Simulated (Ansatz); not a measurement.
Bi: which structure is lowest?

Computed with DFT, PBEsol, plane waves (420 eV) with PAW, scalar-relativistic in Ansatz. The PAW files were generated under PBE, with cores re-solved for the functional.

Each structure is relaxed within its own symmetry, so a high-lying one may be dynamically unstable.

```
        structure  ΔE (meV/atom)  V (Å³/atom)                                     cell     magnetic state
  A7 rhombohedral              0        34.43  a = 4.525 Å, c = 11.651 Å (c/a = 2.575)  spin not included
     simple cubic             30        33.45                              a = 3.222 Å  spin not included
              bcc             79        30.09                              a = 3.919 Å  spin not included
              hcp             92        30.06   a = 3.485 Å, c = 5.715 Å (c/a = 1.640)  spin not included
omega (AlB2-type)             98        30.38   a = 5.627 Å, c = 3.323 Å (c/a = 0.591)  spin not included
             dhcp            109        30.15  a = 3.469 Å, c = 11.568 Å (c/a = 3.334)  spin not included
              fcc            139        30.24                              a = 4.945 Å  spin not included
              A15            220        30.86                              a = 6.274 Å  spin not included
          diamond            270        46.10                              a = 7.171 Å  spin not included
```

ΔE counts from A7 rhombohedral.

Differences under about 8 meV lie within the error of the k-point mesh.
